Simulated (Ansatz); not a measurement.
# C3H6F: the cost of one run

Computed with Ansatz 0.2.0 (the levels named in each step, unless a step's input says otherwise).

## Step 1: The structure to begin with

Bond lengths: C2–C3 1.373 Å, C3–C4 1.373 Å, F1–H5 0.933 Å, C2–H6 1.076 Å, C2–H7 1.074 Å, C3–H8 1.084 Å, C4–H9 1.076 Å, C4–H10 1.075 Å. Angles: C2–C3–C4 124.4°, C2–C3–H8 117.9°, C4–C3–H8 117.7°, C3–C2–H6 120.7°, C3–C2–H7 122.0°, H6–C2–H7 117.3°, C3–C4–H9 120.8°, C3–C4–H10 121.8°, H9–C4–H10 117.3°.

Coordinates:

```xyz
10

F    -2.1282    1.1277   -1.6293
C     0.0222    0.1254    1.0598
C     1.0630   -0.4481    0.3728
C     2.0143   -1.2578    0.9414
H    -1.9793    0.2616   -1.9414
H    -0.0974   -0.0408    2.1162
H    -0.6921    0.7669    0.5781
H     1.1438   -0.2450   -0.6889
H     1.9889   -1.4843    1.9929
H     2.8165   -1.6808    0.3648
```

## Step 2: A rough first relaxation, PBE-D4/def2-SVP

This run stands in another session on the same molecule. It ended at:

```xyz
10

F    -1.3600    0.2161   -1.6366
C    -0.1512    0.3331    1.0283
C     0.9175   -0.1619    0.2790
C     1.7460   -1.2159    0.6644
H    -1.1303   -0.1627   -0.8048
H    -0.4048   -0.0980    2.0107
H    -0.7424    1.1911    0.6753
H     1.1082    0.3135   -0.6997
H     1.5968   -1.7331    1.6263
H     2.5717   -1.5573    0.0234
```

## Step 3: Relaxation, HF/STO-3G

File input.yaml:

```yaml
crystal:
  periodic: [false, false, false]
  atoms:
    - { symbol: F, position_ang: [-1.36003895, 0.21611143, -1.63663036] }
    - { symbol: C, position_ang: [-0.1511902, 0.3330663, 1.02833729] }
    - { symbol: C, position_ang: [0.91752401, -0.16191556, 0.27897226] }
    - { symbol: C, position_ang: [1.746001, -1.21586242, 0.66442641] }
    - { symbol: H, position_ang: [-1.13025319, -0.16265524, -0.80476186] }
    - { symbol: H, position_ang: [-0.40482626, -0.09803527, 2.01068887] }
    - { symbol: H, position_ang: [-0.74241476, 1.19110892, 0.6752595] }
    - { symbol: H, position_ang: [1.1082483, 0.31345942, -0.69969821] }
    - { symbol: H, position_ang: [1.59683095, -1.73312806, 1.62628552] }
    - { symbol: H, position_ang: [2.57171909, -1.55728952, 0.02339057] }
magnetization:
  spin_polarized: true
  initial_magnetization: 1
basis:
  gaussian: { orbitals: STO-3G }
hamiltonian:
  xc: hf
relax:
  f_tol: 0.002
  max_steps: 150
```

Launch:

```
$ ansatz run input.yaml --threads 4 --pin off --max-ram 10240MiB --backend cpu --events-out ev --progress --plain --runs-dir out
```

What time and memory should one allow on 4 threads of Intel Xeon at 2.50GHz (Skylake/Cascade Lake), shared host?

About 23 s, with a peak of 0.1 GiB.
